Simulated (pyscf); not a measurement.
# Four-centre exchange: HO–B(OH)–OH + H₂ -> HO–B(OH)–OH + H₂

Gas phase, singlet surface, charge 0. Bonds broken: O1–H5, H8–H9. Bonds formed: O1–H8, H5–H9. Single points on ωB97X-D3(BJ)/def2-SVP structures (PySCF, gas phase).

Transition state (Å):

```xyz
9

O     -0.0349     0.8571    -0.1419
B     -0.4602    -0.3729     0.3323
O      0.4343    -1.3491     0.6870
O     -1.7998    -0.6090     0.4609
H     -0.8790     1.8428    -0.0813
H      1.3420    -1.0748     0.5179
H     -1.9713    -1.4940     0.8017
H     -0.1264     1.8619     0.6295
H     -0.8447     2.6490     0.5959
```

One imaginary mode, 2854i cm⁻¹; descent along it reached the two sides named.

```
bond   change  reactant side (Å)  saddle  product side
-----  ------  -----------------  ------  ------------
O1–H5  breaks              0.964   1.299           3.1
H8–H9  breaks              0.761   1.066         2.540
O1–H8   forms              2.538   1.270         0.964
H5–H9   forms                3.4   1.053         0.762
```

Electronic energies relative to the separated reactants (kJ/mol):

| level | barrier | reaction energy | reverse barrier |
|---|---|---|---|
| ωB97X-D3(BJ)/def2-TZVP | 311.1 | 0.0 | 311.1 |
| PBE/def2-TZVP | 267.9 | 0.0 | 267.9 |
| r²SCAN/def2-TZVP | 289.1 | 0.0 | 289.1 |
| B3LYP-D3(BJ)/def2-TZVP | 299.7 | 0.0 | 299.7 |
| PBE0-D3(BJ)/def2-TZVP | 291.5 | 0.0 | 291.5 |
| M06-2X/def2-TZVP | 318.2 | 0.0 | 318.2 |
| ωB97M-D3(BJ)/def2-TZVP | 304.5 | 0.0 | 304.5 |
| HF/def2-TZVP | 397.8 | 0.0 | 397.8 |

With ωB97M-D3(BJ)/def2-TZVP energies and thermal terms (ideal gas, 1 atm, RRHO with modes under 100 cm⁻¹ raised to 100, one conformer, R ln 2 for chiral ones without a mode under 150 cm⁻¹), in kJ/mol:

```json
[
 {"T (K)": "298", "ΔH‡": "297.2", "ΔG‡": "326.4", "ΔH": "0.0", "ΔG": "0.0"},
 {"T (K)": "600", "ΔH‡": "294.2", "ΔG‡": "357.5", "ΔH": "0.0", "ΔG": "0.0"},
 {"T (K)": "900", "ΔH‡": "294.0", "ΔG‡": "389.3", "ΔH": "0.0", "ΔG": "0.0"},
 {"T (K)": "1200", "ΔH‡": "295.5", "ΔG‡": "420.8", "ΔH": "0.0", "ΔG": "0.0"}
]
```

The same reactants have a lower exit, to H₂O + HO–BH–OH (barrier +227.9 kJ/mol at ωB97M-D3(BJ)/def2-TZVP, against +304.5 kJ/mol here). This is the saddle that the search found; another between the same sides may lie lower.
